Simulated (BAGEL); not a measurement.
# CASPT2(14,11)/6-31G(d) (density fitting with cc-pvqz-jkfit, spherical functions) run of H3NO (hydroxylamine)

What is the vertical singlet–triplet gap of H3NO (hydroxylamine) at CASPT2(14,11)/6-31G* (density fitting with cc-pvqz-jkfit, spherical functions)? 

The results are computed with BAGEL 1.2.2.

2 further runs of the same task are left out: 2 set aside as unsound or not needed.

### 1 The molecule

H3NO has 5 atoms, charge 0, and is taken as a singlet. As SMILES, `NO`. The shape is that of a PBE0-D4/def2-TZVP optimisation. This is one conformer, not always the lowest.

Bond lengths: N1–O2 1.422 Å, N1–H3 1.016 Å, N1–H4 1.016 Å, O2–H5 0.960 Å. Angles: N1–O2–H5 102.8°, O2–N1–H3 104.5°, O2–N1–H4 104.5°, H3–N1–H4 106.0°.

### 2 The energy at CASPT2(14,11)/6-31G(d) (density fitting with cc-pvqz-jkfit, spherical functions)

calc.json

```json
{ "bagel": [

{
  "title": "molecule",
  "basis": "6-31gs.json",
  "df_basis": "cc-pvqz-jkfit",
  "angstrom": true,
  "geometry": [
    { "atom": "N", "xyz": [      -0.165120,      -0.361290,      -0.321170 ] },
    { "atom": "O", "xyz": [       0.364460,       0.666040,       0.508060 ] },
    { "atom": "H", "xyz": [      -0.162690,      -1.190020,       0.266770 ] },
    { "atom": "H", "xyz": [      -1.141650,      -0.109840,      -0.446210 ] },
    { "atom": "H", "xyz": [       1.105010,       0.995100,      -0.007440 ] }
  ]
},

{
  "title": "hf"
},

{
  "title": "casscf",
  "nstate": 1,
  "nact": 11,
  "nclosed": 2,
  "maxiter": 200,
  "natocc": true
},

{
  "title": "print",
  "file": "orbitals.molden",
  "orbitals": true
},

{
  "title": "smith",
  "method": "caspt2",
  "ms": true,
  "xms": true,
  "sssr": true,
  "shift": 0.0,
  "ncore": 2
}

]}
```

The basis set 6-31G* is read from a file made from the Basis Set Exchange's data (not shown).

Launch:

```bash
$ BAGEL_NUM_THREADS=1 BAGEL calc.json > calc.out
```

Output:

```text
* using 1 threads per process

  ===============================================================
  ===============================================================

  *** Geometry ***

  { "atom" : "N", "xyz" : [     -0.312032,     -0.682739,     -0.606923 ] },
  { "atom" : "O", "xyz" : [      0.688730,      1.258633,      0.960094 ] },
  { "atom" : "H", "xyz" : [     -0.307440,     -2.248812,      0.504122 ] },
  { "atom" : "H", "xyz" : [     -2.157406,     -0.207568,     -0.843215 ] },
  { "atom" : "H", "xyz" : [      2.088166,      1.880466,     -0.014060 ] },

  Number of auxiliary basis functions:      365

  Since a DF basis is specified, we compute 2- and 3-index integrals:
    o Being stored without compression. Storage requirement is 0.003 GB

  Number of basis functions:       34
  Number of electrons      :       18

    * METHOD: MOLECULE                             0.07

[... 13 lines left out ...]
    * SCF iteration converged.
[... 1 line left out ...]
    * Permanent dipole moment:
[... 22 lines left out ...]
    * Second-order optimization converged. *
[... 11 lines left out ...]
     * ci vector, state   0, <S^2> = 0.0000
[... 5 lines left out ...]
    * METHOD: CASSCF                              47.69

    * METHOD: PRINT                                0.00

  === SMITH program ===

    * freezing 2 orbitals

    * Approximate memory requirement for SMITH calulation per MPI process:
      o Storage requirement for T-amplitude, lambda, and residual is 0.00 GB
      o Storage requirement for MO integrals is 0.00 GB
    * Calculating and saving rdm4f

    * Third and Fock-weighted fourth order RDM ( 1, 1) evaluation
      will be done with 2 passes

    * Zeroth order energy : state  0      -10.6262145342

    * CASPT2 iteration is performed using redundant basis

      ---- iteration ----

        0    -0.22635393     0.01331244      0.50
        1    -0.22821001     0.00123504      0.50
        2    -0.22823896     0.00013909      0.51
        3    -0.22823928     0.00002026      0.50
        4    -0.22823929     0.00000315      0.51
        5    -0.22823929     0.00000051      0.51

      -------------------

    * CASPT2 energy : state  0     -131.3237318414
        reference weight              0.9439676102

    * METHOD: SMITH                               36.56

  ===============================================================
```

Run time: 85 s. Hardware: 1 thread of Arm Neoverse V2, shared host; peak memory 9.2 GiB.

### 3 The triplet, same level

input.json

```json
{ "bagel": [

{
  "title": "molecule",
  "basis": "6-31gs.json",
  "df_basis": "cc-pvqz-jkfit",
  "angstrom": true,
  "geometry": [
    { "atom": "N", "xyz": [      -0.165120,      -0.361290,      -0.321170 ] },
    { "atom": "O", "xyz": [       0.364460,       0.666040,       0.508060 ] },
    { "atom": "H", "xyz": [      -0.162690,      -1.190020,       0.266770 ] },
    { "atom": "H", "xyz": [      -1.141650,      -0.109840,      -0.446210 ] },
    { "atom": "H", "xyz": [       1.105010,       0.995100,      -0.007440 ] }
  ]
},

{ "title": "hf" },

{ "title": "casscf", "nstate": 1, "nact": 11, "nclosed": 2, "nspin": 2, "maxiter": 200, "natocc": true },

{ "title": "print", "file": "orbitals.molden", "orbitals": true },

{ "title": "smith", "method": "caspt2", "ms": true, "xms": true, "sssr": true, "shift": 0.0, "ncore": 2 }

]}
```

The basis set 6-31G* is read from a file made from the Basis Set Exchange's data (not shown).

Launch:

```bash
$ BAGEL_NUM_THREADS=1 BAGEL input.json > input.out
```

Output:

```text
* using 1 threads per process

  ===============================================================
  ===============================================================

  *** Geometry ***

  { "atom" : "N", "xyz" : [     -0.312032,     -0.682739,     -0.606923 ] },
  { "atom" : "O", "xyz" : [      0.688730,      1.258633,      0.960094 ] },
  { "atom" : "H", "xyz" : [     -0.307440,     -2.248812,      0.504122 ] },
  { "atom" : "H", "xyz" : [     -2.157406,     -0.207568,     -0.843215 ] },
  { "atom" : "H", "xyz" : [      2.088166,      1.880466,     -0.014060 ] },

  Number of auxiliary basis functions:      365

  Since a DF basis is specified, we compute 2- and 3-index integrals:
    o Being stored without compression. Storage requirement is 0.003 GB

  Number of basis functions:       34
  Number of electrons      :       18

    * METHOD: MOLECULE                             0.07

[... 13 lines left out ...]
    * SCF iteration converged.
[... 1 line left out ...]
    * Permanent dipole moment:
[... 22 lines left out ...]
    * Second-order optimization converged. *
[... 19 lines left out ...]
     * ci vector, state   0, <S^2> = 2.0000
[... 4 lines left out ...]
    * METHOD: CASSCF                             219.41

    * METHOD: PRINT                                0.00

  === SMITH program ===

    * freezing 2 orbitals

    * Approximate memory requirement for SMITH calulation per MPI process:
      o Storage requirement for T-amplitude, lambda, and residual is 0.00 GB
      o Storage requirement for MO integrals is 0.00 GB
    * Calculating and saving rdm4f

    * Zeroth order energy : state  0       -9.7260520322

    * CASPT2 iteration is performed using redundant basis

      ---- iteration ----

        0    -0.25801383     0.01105453      0.48
        1    -0.25967384     0.00118529      0.48
        2    -0.25971022     0.00015153      0.48
        3    -0.25971084     0.00002192      0.48
        4    -0.25971087     0.00000470      0.48
        5    -0.25971087     0.00000084      0.48

      -------------------

    * CASPT2 energy : state  0     -131.0630698311
        reference weight              0.9295763295

    * METHOD: SMITH                               29.29

  ===============================================================
```

Wall time 4.2 min (1 thread of Arm Neoverse V2, shared host); peak memory 13 GiB.

### 4 Results

Level: CASPT2(14,11)/6-31G* (density fitting with cc-pvqz-jkfit, spherical functions), 2 core orbitals frozen.

| quantity | value |
| --- | --- |
| singlet: total energy | -131.32373 Eh |
| triplet: total energy | -131.06307 Eh |
| vertical energy of the triplet above the singlet | 7.093 eV |

At this shape the triplet lies 7.09 eV (164 kcal/mol) above the singlet.
